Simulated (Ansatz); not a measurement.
A made-up structure of MgSiHO, doublet:

```xyz
4
angstrom
O 0.5505 -0.0842 0.1499
Mg -0.2509 0.7995 -0.9372
Si 1.4172 -1.0977 1.3925
H -1.8673 0.3396 -0.5710
```

It is relaxed with PBE-D4/def2-SVP and then PBE0-D4/def2-TZVP (Ansatz 0.2.0). Atoms count as bonded within 1.22 times the sum of their covalent radii (H–H: 0.88 Å). The end point is not checked to be a true minimum.

Does its bonding change? (A judgement: the text doesn't fix the answer.)

The calculation gives: No: no bond forms or breaks.

Where it ends: The first stage lowers the energy by 1.81 eV in 9 steps. It ends as MgSiHO ([MgH][O][Si]):
```
atom    x (Å)    y (Å)    z (Å)
  O1   0.6922  -0.3485   0.4658
 Mg2  -0.7381   0.3148  -0.4318
 Si3   1.9621  -0.9401   1.2658
  H4  -2.0667   0.9309  -1.2657
```

Labels in which every atom is bracketed show which atoms are joined, not bond orders.

For scale, one of the runs: PBE0-D4/def2-TZVP relaxation, 106 basis functions, launched by `ansatz run in.yaml --threads 2 --pin off --events-out ev --progress --plain --max-ram 4352MiB`. The run took about 58 s on 2 CPU threads of an Intel Xeon Platinum 8488C (shared host).
